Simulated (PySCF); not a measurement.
Gas-phase reaction: 4 c-Si₃H₆ + 6 H = 3 i-Si₄H₁₀

Computed with PySCF and rigid-rotor harmonic-oscillator thermochemistry at 1 bar. † marks an energy on the PBE0/def2-TZVP geometry and frequencies; other levels use their own. MP2 freezes the core. 6-31G* has spherical d functions here. Open shells (unrestricted): H (multiplicity 2); the rest are closed-shell singlets. c-Si₃H₆: computed as isolated molecules; such fragments, hydroxides, amides, oligomers or adducts are transient or little studied in the gas. MP2 isn't extrapolated to the basis-set limit.

| level | ΔH°(298 K), kJ |
|---|---|
| HF/6-31G* | [?] |
| MP2/def2-SVP† | -1820 |
| PBE/def2-SVP | [?] |
| PBE0/def2-TZVP | -1822 |
| r2SCAN/def2-TZVP† | -1855 |

Q: Some entries are withheld; supply them.

A: 
- HF/6-31G*, ΔH°(298 K), kJ: -1686
- PBE/def2-SVP, ΔH°(298 K), kJ: -1793
